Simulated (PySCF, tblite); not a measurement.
A database entry of computed molecular properties. Lists by class give the value and the number of equivalent atoms.

```json
{
 "formula": "C3H2O",
 "smiles": "O=C1[CH][CH+]1",
 "inchi": "InChI=1S/C3H2O/c4-3-1-2-3/h1-2H/q+1",
 "charge": 1,
 "multiplicity": 2,
 "geometry_level": "GFN2-xTB",
 "atoms_angstrom": [
  ["O", -1.614, -1.148, 0.109],
  ["C", -0.675, -0.48, 0.043],
  ["C", 0.018, 0.81, -0.123],
  ["C", 0.78, -0.243, 0.06],
  ["H", -0.209, 1.851, -0.285],
  ["H", 1.702, -0.789, 0.174]
 ],
 "electronic_structure_code": "PySCF",
 "results": {
  "GFN2-xTB geometry": {
   "point_group": "C2v",
   "rotational_constants_GHz": [31.98, 7.885, 6.325]
  },
  "GFN2-xTB harmonic vibrations, gas phase": {
   "strongest_ir_bands_cm-1_km_per_mol_modes": [
    [792.0, 141.5, 1],
    [830.4, 37.5, 1],
    [1665.6, 33.9, 1],
    [2079.0, 263.2, 1],
    [3039.2, 324.4, 1],
    [3088.3, 140.4, 1]
   ],
   "zpe_kcal_per_mol": 22.1
  },
  "UKS B3LYP, pcH-1 on C H O, non-relativistic, mean-field spin-orbit, GIAO": {
   "g_iso": 2.00403,
   "g_tensor": [2.00149, 2.00319, 2.00742],
   "s2": 0.756,
   "a_iso_by_class_MHz": [
    ["1H", 94.9, 2],
    ["13C", -75.7, 1],
    ["13C", 67.3, 2],
    ["17O", -35.4, 1]
   ],
   "spin_populations_mulliken_by_atom": [0.57, 0.0, 0.19, 0.19, 0.03, 0.03]
  }
 }
}
```

g_iso is shifted by about +1720 ppm from the free-electron value 2.002319; the principal values span 0.0059. ⟨S²⟩ is 0.006 above the pure-spin value S(S + 1) = 0.75. The rotational constants make it an asymmetric top with κ = (2B − A − C)/(A − C) = -0.88, nearer the prolate limit (−1). With B = h/(8π²I), that is 505.379 GHz u Å² over I, the principal moments of inertia are 15.8, 64.1 and 79.9 u Å² (most abundant isotopes).

 In GFN2-xTB open shells enter through the occupations alone, without spin polarisation, so single modes can be far off. Hyperfine couplings depend on the geometry, which wasn't re-optimised at a DFT level. The unpaired spin is shared among atoms: the largest Mulliken spin population is 0.57.

For the vibration job (GFN2-xTB), the run took under 0.1 s of wall time on an Arm Neoverse V2 with one thread, no GPU, on a shared host.
